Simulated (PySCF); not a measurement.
**Basis-set dependence of population analyses: ClF**

ClF.
Atom-mapped SMILES: `[F:1][Cl:2]`

PBE0 throughout (PySCF), one geometry, spherical d and f functions. Isolated species at its PBE0-D3(BJ)/def2-SVP geometry, gas phase.

Mulliken charges (e):

```json
{"basis": "STO-3G", "functions": "14", "F1": "-0.013", "Cl2": "+0.013"}
{"basis": "6-31G", "functions": "22", "F1": "-0.322", "Cl2": "+0.322"}
{"basis": "pcSseg-0", "functions": "22", "F1": "-0.313", "Cl2": "+0.313"}
{"basis": "6-31G*", "functions": "32", "F1": "-0.307", "Cl2": "+0.307"}
{"basis": "cc-pVDZ", "functions": "32", "F1": "-0.242", "Cl2": "+0.242"}
{"basis": "def2-SVP", "functions": "32", "F1": "-0.263", "Cl2": "+0.263"}
{"basis": "pcSseg-1", "functions": "41", "F1": "-0.284", "Cl2": "+0.284"}
{"basis": "aug-cc-pVDZ", "functions": "50", "F1": "-0.372", "Cl2": "+0.372"}
{"basis": "6-311+G(2d,p)", "functions": "62", "F1": "-0.107", "Cl2": "+0.107"}
{"basis": "cc-pVTZ", "functions": "64", "F1": "-0.198", "Cl2": "+0.198"}
{"basis": "def2-TZVP", "functions": "68", "F1": "-0.158", "Cl2": "+0.158"}
{"basis": "IGLO-III", "functions": "79", "F1": "-0.349", "Cl2": "+0.349"}
{"basis": "pcSseg-3", "functions": "148", "F1": "-0.213", "Cl2": "+0.213"}
```

IAO charges (e):

| basis | functions | F1 | Cl2 |
| --- | --- | --- | --- |
| STO-3G | 14 | -0.076 | +0.076 |
| 6-31G | 22 | -0.256 | +0.256 |
| pcSseg-0 | 22 | -0.248 | +0.248 |
| 6-31G* | 32 | -0.283 | +0.283 |
| cc-pVDZ | 32 | -0.284 | +0.284 |
| def2-SVP | 32 | -0.292 | +0.292 |
| pcSseg-1 | 41 | -0.298 | +0.298 |
| aug-cc-pVDZ | 50 | -0.312 | +0.312 |
| 6-311+G(2d,p) | 62 | -0.315 | +0.315 |
| cc-pVTZ | 64 | -0.310 | +0.310 |
| def2-TZVP | 68 | -0.317 | +0.317 |
| IGLO-III | 79 | -0.322 | +0.322 |
| pcSseg-3 | 148 | -0.322 | +0.322 |

Hirshfeld charges (e):

```csv
basis,functions,F1,Cl2
STO-3G,14,+0.047,-0.047
6-31G,22,-0.099,+0.099
pcSseg-0,22,-0.100,+0.100
6-31G*,32,-0.084,+0.084
cc-pVDZ,32,-0.085,+0.084
def2-SVP,32,-0.100,+0.100
pcSseg-1,41,-0.095,+0.095
aug-cc-pVDZ,50,-0.099,+0.099
"6-311+G(2d,p)",62,-0.100,+0.100
cc-pVTZ,64,-0.089,+0.089
def2-TZVP,68,-0.095,+0.095
IGLO-III,79,-0.105,+0.105
pcSseg-3,148,-0.095,+0.095
```

Q: Which scheme is steadiest as the basis changes?

A: Largest range over the bases for any column: Hirshfeld 0.15 e, IAO 0.25 e, Mulliken 0.36 e. Hirshfeld charges move least and Mulliken charges most, counted in e. Without the minimal STO-3G basis the ranges are Hirshfeld 0.02, IAO 0.07, Mulliken 0.27 e.

Q: How much do the charges still move between the two largest bases, IGLO-III and pcSseg-3?

A: At most, over all atoms: Mulliken 0.137 e, IAO 0.000 e, Hirshfeld 0.010 e.

Q: What do the same runs give for the total energy, the frontier levels and the dipole moment?

A: 
```tsv
basis	energy (Eh)	HOMO (eV)	LUMO (eV)	μ (D)
STO-3G	-553.2824	-6.44	1.12	0.51
6-31G	-559.6430	-9.42	-3.00	1.12
pcSseg-0	-558.9483	-9.40	-2.83	1.12
6-31G*	-559.6792	-9.22	-2.82	0.94
cc-pVDZ	-559.7106	-9.28	-2.90	1.06
def2-SVP	-559.4761	-9.25	-2.79	1.15
pcSseg-1	-559.6777	-9.50	-3.14	1.09
aug-cc-pVDZ	-559.7297	-9.56	-3.34	0.88
6-311+G(2d,p)	-559.7533	-9.57	-3.41	0.97
cc-pVTZ	-559.7684	-9.43	-3.10	0.94
def2-TZVP	-559.7695	-9.47	-3.20	0.97
IGLO-III	-559.7642	-9.39	-3.14	0.98
pcSseg-3	-559.7906	-9.53	-3.30	0.90
```

The dipole is fixed by the density alone, so its range of 0.64 D shows that the density itself changes with the basis, not only its division among atoms.
